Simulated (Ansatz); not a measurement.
# AlClH2N−: functionals against CCSD(T) at one geometry

Aim: energy, forces and dipole at a structure displaced at random from a GFN2-xTB minimum, from CCSD(T) and from density functionals.

Computed with Ansatz 0.2.0, Gaussian basis. Level: single points in def2-TZVPPD.

Correlated methods freeze the cores.

## Step 1: Where the work starts

SMILES `[NH-][AlH][Cl]`, 5 atoms, charge -1, spin multiplicity 1.

Atoms are counted from 1 here; the program's logs count them from 0.

Bond lengths: N1–Al2 1.713 Å, N1–H4 1.051 Å, Al2–Cl3 2.073 Å, Al2–H5 1.691 Å. Angles: Al2–N1–H4 118.3°, N1–Al2–Cl3 124.5°, N1–Al2–H5 136.8°, Cl3–Al2–H5 98.7°.

As a file:

```xyz
5
AlClH2N
N    -1.29240   -0.29310   -0.44460
Al    0.32560    0.05450   -0.00160
Cl    1.88790    0.27880   -1.34480
H    -1.99990   -0.42800    0.32090
H     1.17670    0.33900    1.43110
```

## Step 2: CCSD(T)/def2-TZVPPD

Input file run/in.yaml:

```yaml
crystal:
  periodic: [false, false, false]
  atoms:
    - {symbol: N, position_ang: [-1.292400, -0.293100, -0.444600]}
    - {symbol: Al, position_ang: [0.325600, 0.054500, -0.001600]}
    - {symbol: Cl, position_ang: [1.887900, 0.278800, -1.344800]}
    - {symbol: H, position_ang: [-1.999900, -0.428000, 0.320900]}
    - {symbol: H, position_ang: [1.176700, 0.339000, 1.431100]}
basis:
  gaussian: {orbitals: "def2-TZVPPD.json"}
total_charge: -1
correlation: {method: ccsd_t}
output: {forces: true}
```

The basis file named in the input lies beside it (Basis Set Exchange, JSON).

The command line of these runs was not kept.

## Step 3: PBE0-D4/def2-TZVPPD

Changes to run/in.yaml since step 2:

```diff
@@ -11,3 +11,3 @@
 total_charge: -1
-correlation: {method: ccsd_t}
-output: {forces: true}
+hamiltonian: {xc: pbe0, dispersion: d4}
+output: {forces: true, orbitals: {seedname: orbitals}}
```

## Step 4: wB97M-V/def2-TZVPPD

Changes to run/in.yaml since step 3:

```diff
@@ -11,3 +11,3 @@
 total_charge: -1
-hamiltonian: {xc: pbe0, dispersion: d4}
-output: {forces: true, orbitals: {seedname: orbitals}}
+hamiltonian: {xc: {name: wB97M-V}}
+output: {forces: true}
```

## Step 5: r2SCAN-D4/def2-TZVPPD

Changes to run/in.yaml since step 4:

```diff
@@ -11,3 +11,3 @@
 total_charge: -1
-hamiltonian: {xc: {name: wB97M-V}}
+hamiltonian: {xc: r2scan, dispersion: d4}
 output: {forces: true}
```

## Step 6: PBE-D4/def2-TZVPPD

Changes to run/in.yaml since step 5:

```diff
@@ -11,3 +11,3 @@
 total_charge: -1
-hamiltonian: {xc: r2scan, dispersion: d4}
+hamiltonian: {xc: pbe, dispersion: d4}
 output: {forces: true}
```

## Step 7: BHLYP-D4/def2-TZVPPD

Changes to run/in.yaml since step 6:

```diff
@@ -11,3 +11,3 @@
 total_charge: -1
-hamiltonian: {xc: pbe, dispersion: d4}
+hamiltonian: {xc: {name: BHLYP}, dispersion: d4}
 output: {forces: true}
```

## Step 8: CAM-B3LYP-D4/def2-TZVPPD

Changes to run/in.yaml since step 7:

```diff
@@ -11,3 +11,3 @@
 total_charge: -1
-hamiltonian: {xc: {name: BHLYP}, dispersion: d4}
+hamiltonian: {xc: {name: CAM-B3LYP}, dispersion: d4}
 output: {forces: true}
```

(Steps that only read results are left out.)

Before running it: what results should come out? Wanted: RMS force component; RMS force error; HOMO and LUMO, PBE0-D4; T1 diagnostic.

**Answer**, as computed:

```
              quantity                                                                                                 value
   RMS force component                                                                  0.827 to 0.920 eV/Å over the methods
       RMS force error  PBE0-D4 0.151, wB97M-V 0.168, r2SCAN-D4 0.099, PBE-D4 0.115, BHLYP-D4 0.301, CAM-B3LYP-D4 0.230 eV/Å
HOMO and LUMO, PBE0-D4                                                                                     -0.88 and 3.51 eV
         T1 diagnostic                                                                                                 0.016
```

In words: The forces of r2SCAN-D4 come nearest to CCSD(T), those of BHLYP-D4 are farthest. Frozen-core CCSD(T) forces in triple zeta carry basis errors of their own, and this is one geometry, so small gaps rank nothing.
